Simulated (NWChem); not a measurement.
Basis-set convergence for dimethylamine (C₂H₇N)

```xyz
10

C     -0.2167     0.0184    -1.2073
N      0.5514    -0.1400     0.0000
C     -0.2167     0.0184     1.2073
H     -0.7624     0.9861    -1.2886
H     -0.9733    -0.7815    -1.2786
H      0.4361    -0.0754    -2.0886
H      1.3400     0.5011     0.0000
H     -0.7624     0.9861     1.2886
H      0.4361    -0.0754     2.0886
H     -0.9733    -0.7815     1.2786
```
Charge 0, spin multiplicity 1.

All runs are NWChem calculations. All single points use one geometry, from PBE0/def2-SVP, a minimum by its harmonic frequencies.

Quantity: vertical ionisation energy at the level ΔCCSD(T) (Δ: difference of total energies, the cation a doublet at the parent's geometry with its hole in an orbital of symmetry a' (Cs labels); it is the state that the SCF runs reached, from PBE0 orbitals for Hartree-Fock references, and need not be the lowest).

The correlated methods keep 3 core orbitals frozen. No SCF solution was tested for a lower state. Open-shell Hartree-Fock references start from PBE0 orbitals; any time given for them includes that run.

Relative cost: rough, from shared machines, SCF included, STO-3G = 1.

```
basis     functions  vertical ionisation energy (eV)  relative cost
--------  ---------  -------------------------------  -------------
STO-3G           22                                ?              1
3-21G            41                                ?        under 3
pcseg-1          77                                ?             10
def2-SVP         77                             8.56             10
```

Problem. Fill in the missing entries.

Solution. 
- STO-3G, vertical ionisation energy (eV): 6.10
- 3-21G, vertical ionisation energy (eV): 7.89
- pcseg-1, vertical ionisation energy (eV): 8.63
